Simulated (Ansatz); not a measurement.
Molecular dynamics of FH$_{5}$Si

input.yaml

```yaml
crystal:
  periodic: [false, false, false]
  atoms:
    - { symbol: Si, position_ang: [-0.4014, 0.3825, -0.1037] }
    - { symbol: H, position_ang: [0.6961, -0.9787, -0.7804] }
    - { symbol: H, position_ang: [-1.0119, 0.5932, -1.4257] }
    - { symbol: H, position_ang: [-1.4599, -0.1106, 0.7501] }
    - { symbol: H, position_ang: [0.3415, 1.5874, 0.188] }
    - { symbol: H, position_ang: [1.0044, -1.0017, 0.1496] }
    - { symbol: F, position_ang: [0.8311, -0.472, 1.222] }
magnetization:
  spin_polarized: true
basis:
  gaussian: { orbitals: def2-mTZVP }
hamiltonian:
  xc: lda
md:
  timestep: 0.5
  n_steps: 150
  ensemble: nve
  temperature: 1000.0
  initial_velocities: maxwell_boltzmann
  seed: 876431
```

Launched with:

```bash
$ ansatz run input.yaml --threads 1 --pin off --max-ram 2048MiB --backend cpu --events-out ev --progress --plain --runs-dir out
```

It starts from a rough guess of a transition structure, not a stationary point.

Output, in part (one step line in 3, the closing report, with atoms numbered from 0):

```
md step     0: t =     0.00 fs  T =  1000.0 K  F+E_penalty+E_count = -10624.62392722 eV  E_kin = 0.646300 eV  conserved = -10623.97762723 eV  (24 SCF iters)
md step     3: t =     1.50 fs  T =  1043.7 K  F+E_penalty+E_count = -10624.65245618 eV  E_kin = 0.674572 eV  conserved = -10623.97788377 eV  (24 SCF iters)
md step     6: t =     3.00 fs  T =   988.5 K  F+E_penalty+E_count = -10624.61665711 eV  E_kin = 0.638853 eV  conserved = -10623.97780428 eV  (24 SCF iters)
md step     9: t =     4.50 fs  T =   854.3 K  F+E_penalty+E_count = -10624.52971325 eV  E_kin = 0.552141 eV  conserved = -10623.97757212 eV  (24 SCF iters)
md step    12: t =     6.00 fs  T =   700.5 K  F+E_penalty+E_count = -10624.42986110 eV  E_kin = 0.452756 eV  conserved = -10623.97710502 eV  (23 SCF iters)
md step    15: t =     7.50 fs  T =   621.9 K  F+E_penalty+E_count = -10624.37876807 eV  E_kin = 0.401950 eV  conserved = -10623.97681788 eV  (24 SCF iters)
md step    18: t =     9.00 fs  T =   668.7 K  F+E_penalty+E_count = -10624.40940372 eV  E_kin = 0.432204 eV  conserved = -10623.97719939 eV  (24 SCF iters)
md step    21: t =    10.50 fs  T =   764.9 K  F+E_penalty+E_count = -10624.47219778 eV  E_kin = 0.494383 eV  conserved = -10623.97781443 eV  (24 SCF iters)
md step    24: t =    12.00 fs  T =   802.1 K  F+E_penalty+E_count = -10624.49592229 eV  E_kin = 0.518374 eV  conserved = -10623.97754811 eV  (27 SCF iters)
md step    27: t =    13.50 fs  T =   838.8 K  F+E_penalty+E_count = -10624.51862278 eV  E_kin = 0.542094 eV  conserved = -10623.97652892 eV  (27 SCF iters)
md step    30: t =    15.00 fs  T =  1057.6 K  F+E_penalty+E_count = -10624.66004917 eV  E_kin = 0.683538 eV  conserved = -10623.97651113 eV  (27 SCF iters)
md step    33: t =    16.50 fs  T =  1465.8 K  F+E_penalty+E_count = -10624.92468446 eV  E_kin = 0.947318 eV  conserved = -10623.97736665 eV  (26 SCF iters)
md step    36: t =    18.00 fs  T =  1910.1 K  F+E_penalty+E_count = -10625.21206066 eV  E_kin = 1.234474 eV  conserved = -10623.97758700 eV  (26 SCF iters)
md step    39: t =    19.50 fs  T =  2329.7 K  F+E_penalty+E_count = -10625.48312406 eV  E_kin = 1.505655 eV  conserved = -10623.97746877 eV  (25 SCF iters)
md step    42: t =    21.00 fs  T =  2734.5 K  F+E_penalty+E_count = -10625.74485260 eV  E_kin = 1.767322 eV  conserved = -10623.97753096 eV  (26 SCF iters)
md step    45: t =    22.50 fs  T =  3113.6 K  F+E_penalty+E_count = -10625.98992565 eV  E_kin = 2.012341 eV  conserved = -10623.97758484 eV  (26 SCF iters)
md step    48: t =    24.00 fs  T =  3450.5 K  F+E_penalty+E_count = -10626.20781706 eV  E_kin = 2.230031 eV  conserved = -10623.97778631 eV  (26 SCF iters)
md step    51: t =    25.50 fs  T =  3703.5 K  F+E_penalty+E_count = -10626.37170886 eV  E_kin = 2.393540 eV  conserved = -10623.97816869 eV  (25 SCF iters)
md step    54: t =    27.00 fs  T =  3807.1 K  F+E_penalty+E_count = -10626.43887202 eV  E_kin = 2.460554 eV  conserved = -10623.97831792 eV  (24 SCF iters)
md step    57: t =    28.50 fs  T =  3749.4 K  F+E_penalty+E_count = -10626.40118929 eV  E_kin = 2.423257 eV  conserved = -10623.97793250 eV  (25 SCF iters)
md step    60: t =    30.00 fs  T =  3613.6 K  F+E_penalty+E_count = -10626.31314042 eV  E_kin = 2.335498 eV  conserved = -10623.97764234 eV  (24 SCF iters)
md step    63: t =    31.50 fs  T =  3456.7 K  F+E_penalty+E_count = -10626.21210037 eV  E_kin = 2.234061 eV  conserved = -10623.97803931 eV  (25 SCF iters)
md step    66: t =    33.00 fs  T =  3220.2 K  F+E_penalty+E_count = -10626.05928292 eV  E_kin = 2.081239 eV  conserved = -10623.97804385 eV  (25 SCF iters)
md step    69: t =    34.50 fs  T =  2913.9 K  F+E_penalty+E_count = -10625.86044283 eV  E_kin = 1.883224 eV  conserved = -10623.97721897 eV  (25 SCF iters)
md step    72: t =    36.00 fs  T =  2694.5 K  F+E_penalty+E_count = -10625.71808766 eV  E_kin = 1.741430 eV  conserved = -10623.97665798 eV  (27 SCF iters)
md step    75: t =    37.50 fs  T =  2678.0 K  F+E_penalty+E_count = -10625.70753645 eV  E_kin = 1.730762 eV  conserved = -10623.97677470 eV  (26 SCF iters)
md step    78: t =    39.00 fs  T =  2844.0 K  F+E_penalty+E_count = -10625.81523721 eV  E_kin = 1.838048 eV  conserved = -10623.97718916 eV  (24 SCF iters)
md step    81: t =    40.50 fs  T =  3095.5 K  F+E_penalty+E_count = -10625.97830580 eV  E_kin = 2.000608 eV  conserved = -10623.97769811 eV  (27 SCF iters)
md step    84: t =    42.00 fs  T =  3316.7 K  F+E_penalty+E_count = -10626.12155498 eV  E_kin = 2.143570 eV  conserved = -10623.97798514 eV  (26 SCF iters)
md step    87: t =    43.50 fs  T =  3441.1 K  F+E_penalty+E_count = -10626.20179063 eV  E_kin = 2.224002 eV  conserved = -10623.97778818 eV  (26 SCF iters)
md step    90: t =    45.00 fs  T =  3497.0 K  F+E_penalty+E_count = -10626.23750925 eV  E_kin = 2.260098 eV  conserved = -10623.97741129 eV  (26 SCF iters)
md step    93: t =    46.50 fs  T =  3540.9 K  F+E_penalty+E_count = -10626.26603220 eV  E_kin = 2.288505 eV  conserved = -10623.97752746 eV  (25 SCF iters)
md step    96: t =    48.00 fs  T =  3543.4 K  F+E_penalty+E_count = -10626.26794914 eV  E_kin = 2.290107 eV  conserved = -10623.97784236 eV  (26 SCF iters)
md step    99: t =    49.50 fs  T =  3440.0 K  F+E_penalty+E_count = -10626.20096845 eV  E_kin = 2.223270 eV  conserved = -10623.97769875 eV  (25 SCF iters)
md step   102: t =    51.00 fs  T =  3247.5 K  F+E_penalty+E_count = -10626.07630069 eV  E_kin = 2.098873 eV  conserved = -10623.97742750 eV  (25 SCF iters)
md step   105: t =    52.50 fs  T =  3024.2 K  F+E_penalty+E_count = -10625.93181975 eV  E_kin = 1.954569 eV  conserved = -10623.97725029 eV  (25 SCF iters)
md step   108: t =    54.00 fs  T =  2818.8 K  F+E_penalty+E_count = -10625.79885237 eV  E_kin = 1.821801 eV  conserved = -10623.97705139 eV  (25 SCF iters)
md step   111: t =    55.50 fs  T =  2674.1 K  F+E_penalty+E_count = -10625.70526898 eV  E_kin = 1.728264 eV  conserved = -10623.97700506 eV  (25 SCF iters)
md step   114: t =    57.00 fs  T =  2600.2 K  F+E_penalty+E_count = -10625.65764943 eV  E_kin = 1.680503 eV  conserved = -10623.97714593 eV  (26 SCF iters)
md step   117: t =    58.50 fs  T =  2578.0 K  F+E_penalty+E_count = -10625.64321688 eV  E_kin = 1.666153 eV  conserved = -10623.97706356 eV  (26 SCF iters)
md step   120: t =    60.00 fs  T =  2626.2 K  F+E_penalty+E_count = -10625.67416554 eV  E_kin = 1.697307 eV  conserved = -10623.97685808 eV  (26 SCF iters)
md step   123: t =    61.50 fs  T =  2774.7 K  F+E_penalty+E_count = -10625.77047132 eV  E_kin = 1.793293 eV  conserved = -10623.97717815 eV  (26 SCF iters)
md step   126: t =    63.00 fs  T =  2960.4 K  F+E_penalty+E_count = -10625.89098101 eV  E_kin = 1.913294 eV  conserved = -10623.97768687 eV  (25 SCF iters)
md step   129: t =    64.50 fs  T =  3095.5 K  F+E_penalty+E_count = -10625.97812888 eV  E_kin = 2.000607 eV  conserved = -10623.97752188 eV  (25 SCF iters)
md step   132: t =    66.00 fs  T =  3208.8 K  F+E_penalty+E_count = -10626.05109943 eV  E_kin = 2.073840 eV  conserved = -10623.97725937 eV  (26 SCF iters)
md step   135: t =    67.50 fs  T =  3346.9 K  F+E_penalty+E_count = -10626.14072278 eV  E_kin = 2.163089 eV  conserved = -10623.97763395 eV  (26 SCF iters)
md step   138: t =    69.00 fs  T =  3447.5 K  F+E_penalty+E_count = -10626.20617346 eV  E_kin = 2.228139 eV  conserved = -10623.97803417 eV  (25 SCF iters)
md step   141: t =    70.50 fs  T =  3435.9 K  F+E_penalty+E_count = -10626.19863285 eV  E_kin = 2.220593 eV  conserved = -10623.97803948 eV  (25 SCF iters)
md step   144: t =    72.00 fs  T =  3311.2 K  F+E_penalty+E_count = -10626.11787079 eV  E_kin = 2.140006 eV  conserved = -10623.97786451 eV  (24 SCF iters)
md step   147: t =    73.50 fs  T =  3123.1 K  F+E_penalty+E_count = -10625.99593517 eV  E_kin = 2.018485 eV  conserved = -10623.97745055 eV  (24 SCF iters)
md step   150: t =    75.00 fs  T =  2975.4 K  F+E_penalty+E_count = -10625.89975897 eV  E_kin = 1.922990 eV  conserved = -10623.97676885 eV  (24 SCF iters)
Total energy: -10625.89980653 eV, -390.4946153963 hartree
Atom 0 at    -0.315826     0.505599     0.197339 Å, force    -2.902073     2.847895    -4.683950 eV/Å
Atom 1 at     0.636011    -6.517512    -2.992918 Å, force    -0.067953     0.134031    -0.314960 eV/Å
Atom 2 at     0.354967     1.244389    -1.058391 Å, force    -0.669895    -0.467923     1.137025 eV/Å
Atom 3 at    -1.109275    -0.607789    -0.363211 Å, force    -0.555708    -0.038556    -0.055964 eV/Å
Atom 4 at    -0.796766     1.357040     1.265697 Å, force    -1.365696     1.051641    -0.041865 eV/Å
Atom 5 at     0.484611    -6.219427    -3.694793 Å, force     0.067940    -0.133983     0.314951 eV/Å
Atom 6 at     0.704633    -0.079213     1.080742 Å, force     5.493385    -3.393104     3.644762 eV/Å
Dipole moment:    -0.192582     0.065959    -0.126971 e Å
```

The run went to its last step. The conserved energy stayed within 0.18 meV per atom of its start (net change 0.12 meV per atom), so the integration is sound. The system heated up, since it started high on the potential surface and ran downhill. A run of 0.075 ps of so small a system gives no equilibrium averages. The orbitals stay closed-shell, which can raise the energy where a bond breaks towards radicals; this wasn't checked here.

The step under study would form Si1–F7, H2–H6 and break Si1–H2, H6–F7. These pairs go: Si1–F7 2.00 → 1.47 Å, H2–H6 0.98 → 0.78 Å, Si1–H2 1.87 → 7.77 Å, H6–F7 1.21 → 7.78 Å. In the last frame they stand as after the step (other bonds may differ from the relaxed reactants and products). It ends as FH3Si + H2. Pairs count as bonded within 1.25 times the sum of covalent radii (0.12 Å more for H–H).

Last frame:

```xyz
7
Properties=species:S:1:pos:R:3
Si -0.316 0.506 0.197
H 0.636 -6.518 -2.993
H 0.355 1.244 -1.058
H -1.109 -0.608 -0.363
H -0.797 1.357 1.266
H 0.485 -6.219 -3.695
F 0.705 -0.079 1.081
```

The run took 97 s on 1 thread of Intel(R) Xeon(R) Platinum 8488C (Sapphire Rapids), with other jobs on the host, peak memory 0.12 GiB.
